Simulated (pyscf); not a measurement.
# Elimination: `[SiH3][PH][SiH3]` → `[SiH4]` + `[SiH2]=[PH]`

Gas phase, singlet surface, charge 0. Bonds broken: Si1–P2, Si3–H8. Bonds formed: Si1–H8. PySCF, gas phase, ωB97X-D3(BJ)/def2-SVP geometries. Correlated levels are frozen-core, on RHF or UHF. ΔMP2 is the change of the MP2 total energy from the triple- to the quadruple-zeta basis.

Transition state (Å):

```xyz
10

Si    -1.9667     0.3920     0.3028
P      0.6672     0.3241     1.1280
Si     0.2394    -0.6333    -0.7299
H     -3.2584     0.3053    -0.4885
H     -2.1933    -0.5744     1.4047
H     -1.7891     1.8551     0.4685
H      0.9419     1.5315     0.4130
H     -1.3413    -0.3022    -1.0717
H      0.6979    -0.1400    -2.0572
H      0.0335    -2.1061    -0.7470
```

One imaginary mode, 388i cm⁻¹; descent along it reached the two sides named.

| bond | change | reactant side (Å) | saddle | product side |
|---|---|---|---|---|
| Si1–P2 | breaks | 2.249 | 2.8 | 3.9 |
| Si3–H8 | breaks | 1.492 | 1.651 | 2.7 |
| Si1–H8 | forms | 3.5 | 1.662 | 1.497 |

Electronic energies relative to the reactant's lowest minimum found (kJ/mol):

```
level                             barrier  reaction energy  reverse barrier
--------------------------------  -------  ---------------  ---------------
ωB97X-D3(BJ)/def2-TZVP              231.0           +197.8             33.2
PBE/def2-TZVP                       207.6           +159.5             48.1
r²SCAN/def2-TZVP                    216.6           +170.9             45.8
B3LYP-D3(BJ)/def2-TZVP              226.8           +164.4             62.4
PBE0-D3(BJ)/def2-TZVP               218.1           +182.9             35.3
M06-2X/def2-TZVP                    219.0           +167.5             51.5
ωB97M-D3(BJ)/def2-TZVP              224.5           +169.4             55.1
HF/def2-TZVP                        270.7           +160.6            110.1
MP2/def2-QZVPP                      225.4           +171.9             53.6
CCSD/def2-TZVPP                     236.6           +162.6             74.0
CCSD(T)/def2-TZVPP                  229.6           +160.3             69.3
CCSD(T)/def2-TZVPP + ΔMP2(QZVPP)    227.8           +163.2             64.5
```

With CCSD(T)/def2-TZVPP + ΔMP2(QZVPP) energies and thermal terms (ideal gas, 1 atm, RRHO with modes under 100 cm⁻¹ raised to 100, one conformer, R ln 2 for chiral ones without a mode under 150 cm⁻¹), in kJ/mol:

```tsv
T (K)	ΔH‡	ΔG‡	ΔH	ΔG
298	222.9	226.5	+155.1	+116.3
600	220.6	231.1	+151.8	+78.1
900	218.3	236.8	+147.4	+42.2
1200	216.1	243.3	+142.6	+7.9
```

At the saddle there is also a short Si–Si contact that neither side keeps. This is the saddle that the search found; another between the same sides may lie lower. The CCSD(T) − MP2 part came from Ansatz, without density fitting, on the same reference.
